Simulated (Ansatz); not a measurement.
# HO (doublet): from Hartree-Fock to the top rungs, STO-3G

How much of the correlation energy of HO (doublet) does each wave-function method recover here?

Computed with Ansatz 0.2.0, Gaussian basis. Level: STO-3G, core rule «outside noble gas», up to 1 orbitals frozen.

The runs, in order: UHF; CCSD(T) on ROHF; CCSD(T) on UHF; BCCD(T) on ROHF; CISD; CCSDT(Q) on ROHF; CCSDT(Q) on UHF; CISDTQ; CCSDTQ on ROHF; CCSDTQ on UHF; CASSCF and MRCISD+Q, 7 electrons in 5 orbitals; CASSCF and NEVPT2, 7 electrons in 5 orbitals; Full CI; Full CI in the symmetry of the determinant.

34 further runs of the same task are left out: 34 set aside as unsound or not needed.

## 1. The geometry

The geometry is an MP2(full)/6-31G* stationary point (not a proven minimum).

2 atoms, charge 0, spin multiplicity 2.

Atoms are counted from 1 here; the program's logs count them from 0.

Bond lengths: O1–H2 0.979 Å.

Geometry (Å):

| atom | x (Å) | y (Å) | z (Å) |
| --- | --- | --- | --- |
| O1 | 0.0000 | 0.0000 | 0.0000 |
| H2 | 0.0000 | 0.0000 | 0.9791 |

## 2. UHF

in.yaml

```yaml
crystal:
  periodic: [false, false, false]
  atoms:
    - {symbol: O, position_ang: [0.000000, 0.000000, 0.000000]}
    - {symbol: H, position_ang: [0.000000, 0.000000, 0.979070]}
basis:
  gaussian: {orbitals: STO-3G}
magnetization: {spin_polarized: true, initial_magnetization: 1}
hamiltonian: {xc: hf}
output: {orbitals: {seedname: orbitals}}
```

Run with:

```console
> ansatz run in.yaml --threads 1 --pin off --events-out ev --progress --plain --max-ram 2764MiB --backend cpu
```

The runs that follow: CCSD(T) on ROHF; CCSD(T) on UHF; BCCD(T) on ROHF; CISD; CCSDT(Q) on ROHF; CCSDT(Q) on UHF; CISDTQ; CCSDTQ on ROHF; CCSDTQ on UHF; CASSCF and MRCISD+Q, 7 electrons in 5 orbitals; CASSCF and NEVPT2, 7 electrons in 5 orbitals; Full CI; Full CI in the symmetry of the determinant.

**Question.** What will the summary of the whole plan be? Wanted: FCI below the RHF energy; RMP2 from FCI; UMP2 from FCI; RCCSD from FCI; RCCSD(T) from FCI; UCCSD(T) from FCI; RCCSDT(Q) from FCI; UCCSDT(Q) from FCI; NEVPT2 valence from FCI.

As calculated:

```
                         quantity                                                                                                                                                                              value
         FCI below the RHF energy                                                                                                                                                                         -0.7125 eV
                    RMP2 from FCI                                                                                                                                                                         +253.9 meV
                    UMP2 from FCI                                                                                                                                                                         +244.3 meV
                   RCCSD from FCI                                                                                                                                                                            0.0 meV
                RCCSD(T) from FCI                                                                                                                                                                            0.0 meV
                UCCSD(T) from FCI                                                                                                                                                                           -0.1 meV
               RCCSDT(Q) from FCI                                                                                                                                                                            0.0 meV
               UCCSDT(Q) from FCI                                                                                                                                                                           -0.1 meV
          NEVPT2 valence from FCI                                                                                                                                                                            0.0 meV
        MRCISD+Q valence from FCI                                                                                                                                                                            0.0 meV
levels within 1 kcal/mol (43 meV)  CISD, RCCSD, UCCSD, RCCSD(T), UCCSD(T), BCCD(T), RCCSDT, UCCSDT, CISDTQ, RCCSDT(Q), UCCSDT(Q), RCCSDTQ, UCCSDTQ, CASSCF valence, NEVPT2 valence, MRCISD valence, MRCISD+Q valence
                    T1 diagnostic                                                                                                                                                                              0.008
   effectively unpaired electrons                                                                                                                                                                               1.01
```

RCCSD(T) misses by 0.0 meV, 0.0 % of the correlation energy. One determinant dominates. Of the multireference levels listed NEVPT2 valence comes nearest in total energy (0.0 meV), which doesn't show that its space is the better one. These misses are within one basis, not against nature; the frozen cores of restricted and unrestricted runs differ, which can shift their rows.
